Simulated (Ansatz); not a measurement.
**Volume per atom of some hcp solids**

Method: r²SCAN+rVV10 (plane waves, PAW; Ansatz, a quantum-chemistry and plane-wave program). References are measured values corrected to a static lattice. The table is a random draw of 10 from 13 solids with such references.

Values in Å³/atom.

| solid | reference | r²SCAN+rVV10 | error (%) |
|---|---|---|---|
| hcp Cd | 21.01¶ | 21.33 | +1.5 |
| hcp Co | 10.96¶ | 10.53 | -3.9 |
| hcp Tl | 27.99¶ | 29.11 | +4.0 |
| hcp Zn | 14.86¶ | 14.15 | -4.8 |
| hcp Mg | 22.65¶ | 22.48 | -0.8 |
| hcp Ti | 17.50¶ | 17.19 | -1.8 |
| hcp Re | 14.62¶ | 14.60 | -0.1 |
| hcp Zr | 23.18¶ | 23.28 | +0.4 |
| hcp Os | 13.85¶ | 13.92 | +0.5 |
| hcp Hf | 22.30¶ | 22.10 | -0.9 |

Over these 10 solids the mean error is -0.6 %, the mean absolute error 1.9 % (median 1.2 %), and the worst case hcp Zn at -4.8 %; the value is too low in 6 of 10 cases. Over all 13, from unrounded values, the mean error is -0.4 % and the mean absolute error 1.5 % (median 0.7 %).

All these references are brought to a static lattice.

Spin–orbit coupling is left out, also for the solids with elements from indium on (hcp Tl, hcp Re, hcp Os, hcp Hf); its size isn't shown.

¶ marks references of a special kind: hcp Cd, 21.01 Å³/atom (measured, copied from a table, unchecked, extrapolated to 0 K and zero-point effects removed; as tabulated in Lejaeghere et al. (2013), arXiv:1204.2733); hcp Co, 10.96 Å³/atom (measured, copied from a table, unchecked, extrapolated to 0 K and zero-point effects removed; as tabulated in Lejaeghere et al. (2013), arXiv:1204.2733); hcp Tl, 27.99 Å³/atom (measured, copied from a table, unchecked, extrapolated to 0 K and zero-point effects removed; as tabulated in Lejaeghere et al. (2013), arXiv:1204.2733); hcp Zn, 14.86 Å³/atom (measured, copied from a table, unchecked, extrapolated to 0 K and zero-point effects removed; as tabulated in Lejaeghere et al. (2013), arXiv:1204.2733); hcp Mg, 22.65 Å³/atom (measured, copied from a table, unchecked, extrapolated to 0 K and zero-point effects removed; as tabulated in Lejaeghere et al. (2013), arXiv:1204.2733); hcp Ti, 17.50 Å³/atom (measured, copied from a table, unchecked, extrapolated to 0 K and zero-point effects removed; as tabulated in Lejaeghere et al. (2013), arXiv:1204.2733); hcp Re, 14.62 Å³/atom (measured, copied from a table, unchecked, extrapolated to 0 K and zero-point effects removed; as tabulated in Lejaeghere et al. (2013), arXiv:1204.2733); hcp Zr, 23.18 Å³/atom (measured, copied from a table, unchecked, extrapolated to 0 K and zero-point effects removed; as tabulated in Lejaeghere et al. (2013), arXiv:1204.2733); hcp Os, 13.85 Å³/atom (measured, copied from a table, unchecked, extrapolated to 0 K and zero-point effects removed; as tabulated in Lejaeghere et al. (2013), arXiv:1204.2733); hcp Hf, 22.30 Å³/atom (measured, copied from a table, unchecked, extrapolated to 0 K and zero-point effects removed; as tabulated in Lejaeghere et al. (2013), arXiv:1204.2733).

Differences are worked out from the printed values.

Ansatz's density-functional and Hartree–Fock values are scalar-relativistic unless marked +SOC, with PAW data made under PBE.

Ansatz's runs of these crystals have no spin polarisation, but for hcp Co. Meta-GGAs and exact exchange favour moments, which can bear on hcp Co, hcp Ti.

Density-functional runs with spin start from parallel moments for hcp Co.

Not in this set, of the hcp solids with a reference value in our tables and a result at some level: 1 for a reference at room or unstated temperature. These can be a level's best or worst cases. Solids without a released value at any level aren't counted. Cubic solids are told by their lattice constant and aren't counted here. Layered and molecular crystals are counted apart. The metals Ce to Yb are counted apart.

References as tabulated in Lejaeghere et al. (2013), arXiv:1204.2733.
